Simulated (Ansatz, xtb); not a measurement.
## CHFO: where a starting geometry ends

The starting geometry of this gas-phase singlet has its atoms placed at random.

```xyz
4

C     0.3838   -0.0316   -1.7608
F     0.8842   -1.1481   -0.9278
O    -0.1865   -1.4642   -0.2984
H     0.8441    0.6138   -0.4590
```

Question: One run relaxed it with r2SCAN-D4/def2-SVP. What is a likely outcome?

Answer: It loosens into CO + FH, which stay close as a complex. Contacts that open: C1–F2 (1.48 → 2.94 Å), F2–O3 (1.28 → 4.07 Å). Contacts that close: C1–O3 (2.13 → 1.13 Å), F2–H4 (1.82 → 0.93 Å).

The energy falls by 12.39 eV over 27 steps:

```
step  E − E(last) (eV)
   1            12.390
   4             8.161
   7             4.472
  10             1.081
  13             0.120
  15             0.039
  18             0.008
  21             0.005
  24             0.000
  27             0.000
```

Final geometry (Å):

```yaml
atoms:
  - { symbol: C, position_ang: [-0.4706, -0.4579, -0.7886] }
  - { symbol: F, position_ang: [2.4588, -0.6102, -1.0128] }
  - { symbol: O, position_ang: [-1.5950, -0.4004, -0.7018] }
  - { symbol: H, position_ang: [1.5324, -0.5616, -0.9427] }
```

From the same start GFN2-xTB ends elsewhere, differing in C1–F2 (1.56 against 2.94 Å here), C1–H4 (1.11 against 2.01 Å here), F2–O3 (1.40 against 4.07 Å here), F2–H4 (2.10 against 0.93 Å here).

From so rough a start the end depends on the optimiser's path, so another program may land elsewhere. No frequencies were run, so the end isn't proven a minimum. Run with Ansatz 0.2.0, 26 s on 1 thread of Arm Neoverse V2, with other jobs on the host.
